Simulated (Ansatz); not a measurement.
**HAsF⁺, quintet: the ladder up to UCCSDTQ**

Geometry: that of the HAsF, quartet, kept fixed. The triplet lies 4.0 eV lower here.

```xyz
3

F     0.0000    0.0000    1.7587
As    0.0000    0.0000   -0.0416
H     0.0000    0.0000   -1.7171
```

Basis cc-pVDZ; Ansatz 0.2.0. Correlated methods freeze the noble-gas cores and the filled d shells of p-block atoms, which leaves 12 electrons in 31 orbitals. R marks a restricted (for open shells ROHF) determinant, U an unrestricted one. Active spaces: valence = (12e, 9o) chosen from the atoms' valence shells. No spin–orbit coupling is included, and no scalar relativity.

Full CI isn't at hand for all of this; UCCSDTQ serves as the reference, and is uncertain by about the last step of the cluster series. The frozen core follows each run's orbitals, which can shift R against U totals by a few meV for light atoms and by up to 0.1 eV past Ca.

```
UHF ⟨S²⟩                          : 6.027
T1 diagnostic (RCCSD)             : 0.0172
largest doubles amplitude (RCCSD) : 0.078
T1 diagnostic (UCCSD)             : 0.0130
```

```
    level  E − E(UCCSDTQ) (kcal/mol)  wall time
      UHF                     143.68          –
     UMP2                      19.43          –
    UCCSD                       2.56          –
 UCCSD(T)                       0.48        7 s
   UCCSDT                       0.12          –
UCCSDT(Q)                       0.01       14 s
```

Run but not shown, since their state, orbitals or frozen core can't be matched to the reference's or they repeat it: RHF, RMP2, RCCSD, RCCSD(T), BCCD(T), RCCSDT, RCCSDT(Q), RCCSDTQ, CASSCF (valence space), NEVPT2 (valence space), NEVPT4(SD) (valence space), MRCISD (valence space), MRCISD+Q (valence space).

Times hold each run's SCF and search for its determinant on a shared host, so for small cases they say little of a method's own cost; they ran on 1 thread of AMD EPYC 7R13. Some runs computed forces too.

Natural occupations of CASSCF (valence space) about the gap: 1.998 1.975 1.001 1.000 1.000 1.000 0.026; effectively unpaired electrons, Σ n²(2−n)², 4.01.
